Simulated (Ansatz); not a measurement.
bcc Mo: PBE at its full settings (plane-wave cutoff 520 eV, 24×24×24 k mesh, Fermi–Dirac smearing 0.05 eV, no spin polarisation, scalar-relativistic PAW data made under PBE) and at cheaper ones, in a cell of 1 atom with Γ-centred meshes.

```tsv
level and setting	lattice parameter a (Å)	bulk modulus (GPa)
PBE (Ansatz)	3.161	259
PBE (300 eV cutoff) (Ansatz)	3.160	261
PBE (Γ point alone) (Ansatz)	3.520	202
PBE (2×2×2 k mesh) (Ansatz)	3.207	232
PBE (4×4×4 k mesh) (Ansatz)	3.163	264
PBE (6×6×6 k mesh) (Ansatz)	3.159	265
PBE (Fermi-Dirac smearing of 0.3 eV) (Ansatz)	3.165	253
```

Largest shifts from the full settings: lattice constant a +11.4 % (PBE (Γ point alone)), against a difference of +0.64 % of the full result from the reference 3.141 Å (measured, static lattice: zero-point anharmonic expansion removed; as tabulated in Mejia-Rodriguez and Trickey (2018), arXiv:1807.09216); bulk modulus -22 % (PBE (Γ point alone)), against a difference of -2.3 % of the full result from the reference 265 GPa (measured, zero-point energy and finite temperature contributions removed, sources range from 265 to 278; as tabulated in doi:10.1021/acs.jctc.3c00612).

Ansatz's density-functional and Hartree–Fock values are scalar-relativistic unless marked +SOC, with PAW data made under PBE.

Run with cheap settings on purpose, which may leave them unconverged: PBE (2×2×2 k mesh), PBE (300 eV cutoff), PBE (4×4×4 k mesh), PBE (6×6×6 k mesh), PBE (Fermi-Dirac smearing of 0.3 eV), PBE (Γ point alone).

Ansatz is a quantum-chemistry and plane-wave program.
